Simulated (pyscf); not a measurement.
Single points on ωB97X-D3(BJ)/def2-SVP structures (PySCF, gas phase). Correlated levels are frozen-core, on RHF or UHF. ΔMP2 is the change of the MP2 total energy from the triple- to the quadruple-zeta basis.

Question: Estimate the classical barrier height and the reaction energy of `[Cl][Sn][Cl]` [singlet] + `[FH]` → `[F][SnH]([Cl])[Cl]` at CCSD(T)/def2-TZVPP + ΔMP2(QZVPP). The step runs on the singlet surface, breaks F–H and forms F–Sn, H–Sn; take the separated reactants as zero.

Answer: ΔE‡ = 1.90 eV, ΔE = -0.09 eV. Zero-point energy shifts the barrier by -0.06 eV. It is an insertion, with an imaginary mode of 1348i cm⁻¹. On the reactant side the descent ends in a complex (not fully relaxed), 0.22 eV under the separated species and 2.06 eV under the saddle at ωB97X-D3(BJ)/def2-TZVP. One saddle was located; it need not be the lowest between these sides. The CCSD(T) − MP2 part came from Ansatz, without density fitting, on the same reference. The frozen core leaves the outer d or s,p core shells of the metals and heavy elements correlated in the MP2 and CC values, and def2-TZVPP describes them poorly, which can shift differences by a few kcal/mol. Elements past Kr carry the def2 core potentials, without spin-orbit coupling.
